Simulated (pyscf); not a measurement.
Structures and frequencies: ωB97X-D3(BJ)/def2-SVP in PySCF. MP2 and CC: frozen core, UHF for open shells. ΔMP2 is the change of the MP2 total energy from the triple- to the quadruple-zeta basis.

Task: PBE/def2-TZVP puts the barrier of Cl–GeH₂–Cl (SMILES [Cl][GeH2][Cl]) → HCl (SMILES Cl) + Cl–GeH: (SMILES [Cl][GeH]) [singlet] (1,1-elimination; singlet surface; Cl–Ge, Ge–H broken, Cl–H formed) at 187.5 kJ/mol and the reaction energy at +170.2 kJ/mol, from the reactant's lowest minimum found. What do B3LYP-D3(BJ)/def2-TZVP, M06-2X/def2-TZVP, CCSD(T)/def2-TZVPP + ΔMP2(QZVPP) give on the same structures?

Result: B3LYP-D3(BJ): ΔE‡ = 213.3 kJ/mol, ΔE = +170.1 kJ/mol; M06-2X: ΔE‡ = 244.2 kJ/mol, ΔE = +196.2 kJ/mol; CCSD(T): ΔE‡ = 237.2 kJ/mol, ΔE = +185.5 kJ/mol. PBE's barrier lies under all of them, by 25.9 to 56.7 kJ/mol. Its reaction energy matches one of them and lies within 26.0 kJ/mol of the others. Low barriers are usual for a GGA, whose delocalisation error favours stretched bonds. On the product side the descent ends in a bound adduct (not fully relaxed), 33.7 kJ/mol under the separated species and 83.3 kJ/mol under the saddle at ωB97X-D3(BJ)/def2-TZVP. At ωB97X-D3(BJ) the barrier from the zero used here is 253.6 kJ/mol. One saddle was located; it need not be the lowest between these sides. The CCSD(T) − MP2 part came from Ansatz, without density fitting, on the same reference. The frozen core leaves the outer d or s,p core shells of the metals and heavy elements correlated in the MP2 and CC values, and def2-TZVPP describes them poorly, which can shift differences by a few kcal/mol. Elements up to Kr have no core potential and no relativistic terms here.
